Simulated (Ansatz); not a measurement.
Two structures, one formula

Two relaxed structures of CH₃S, doublet (PBE0-D4/def2-TZVP; forces vanish, vibrations not checked).

A:

C1  (1.484, -0.424, -0.720)
S2  (0.074, 0.021, -0.080)
H3  (-0.272, -0.758, 0.997)
H4  (-1.236, -0.027, -0.638)
H5  (-0.285, 1.233, 0.579)
(Å)

B:

| atom | x (Å) | y (Å) | z (Å) |
| --- | --- | --- | --- |
| C1 | 0.0873 | 0.1948 | -0.2107 |
| S2 | 1.7592 | -0.0574 | -0.4469 |
| H3 | 1.6765 | -0.9525 | -1.4432 |
| H4 | -0.6565 | -0.3167 | -0.8000 |
| H5 | -0.1962 | 0.8948 | 0.5601 |

Computed with Ansatz 0.2.0 (basis: def2-TZVPP); correlated methods freeze the cores; orbitals are unrestricted. B3LYP uses VWN-RPA correlation.

Problem. Which structure is lower at CCSD(T), and by how much? (Judge from chemistry; the value comes from the calculation.)

Solution. By the calculation: B, by 645.6 kJ/mol (electronic energy, against the other). By their contacts, A is CH₃S ([C][SH3]) and B is CH₃S ([CH2][SH]).

All methods give the same order:

```tsv
method	E(B) − E(A) (kJ/mol)
PBE-D4	-601.6
r2SCAN-D4	-620.1
PBE0-D4	-636.6
B3LYP-D4	-635.0
wB97M-V	-658.7
HF	-718.6
MP2	-653.1
CCSD	-661.6
CCSD(T)	-645.6
```

The T1 diagnostic stays at or below 0.027. ⟨S²⟩ of the unrestricted Hartree–Fock references: 0.77 to 0.79 (a pure state has 0.75).

Labels in which every atom is bracketed show which atoms are joined, not bond orders.

For scale, one of the runs: CCSD(T)/def2-TZVPP, 115 basis functions, launched by `ansatz run in.yaml --threads 2 --pin off --events-out ev --progress --plain --max-ram 4352MiB`. Hardware: 2 CPU threads of an Arm Neoverse V2, shared host. Wall time 14 s; peak host memory 0.89 GiB.
